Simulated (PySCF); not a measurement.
**Worked example: correlation energy of B₂H, quartet**

Geometry: a point of a bend scan, not a stationary point.

```tsv
atom	x (Å)	y (Å)	z (Å)
B	-0.5545	0.0000	0.4732
B	0.5280	0.0000	-0.5944
H	0.2844	0.0000	1.3005
```

Basis 6-31G; PySCF 2.14.0. Only valence electrons are correlated (noble-gas cores frozen), which leaves 7 electrons in 18 orbitals. Prefix R: restricted or restricted open-shell reference; prefix U: unrestricted.

Full CI is exact within this basis and frozen core; it isn't the basis-set limit. The frozen core follows each run's orbitals, which can shift R against U totals by a few meV.

Restricted and unrestricted runs freeze slightly different cores, so the step to full CI, which has another core, is uncertain by up to 0.1 kcal/mol.

```
   level  total energy (hartree)
     UHF              -49.722989
    UMP2              -49.785378
   UCCSD              -49.808237
UCCSD(T)              -49.810712
  UCCSDT              -49.811587
 full CI              -49.811725
```

What is the correlation energy at full CI, and what share of it do UMP2 and UCCSDT recover?

E(corr) = -49.811725 − (-49.722989) = -0.088736 hartree = -2.415 eV. UMP2: -0.062389 / -0.088736 = 70.31 %. UCCSDT: -0.088598 / -0.088736 = 99.84 %.

By how many kcal/mol does UCCSD(T) miss full CI (1 hartree = 627.509 kcal/mol), and which steps make up the rest?

-49.810712 − (-49.811725) = 0.001013 hartree = 0.64 kcal/mol. Steps: UCCSDT − UCCSD(T) = -0.55, full CI − UCCSDT = -0.09 kcal/mol. That is within 1 kcal/mol of the reference in this basis, which itself misses far more of the correlation at the basis-set limit.
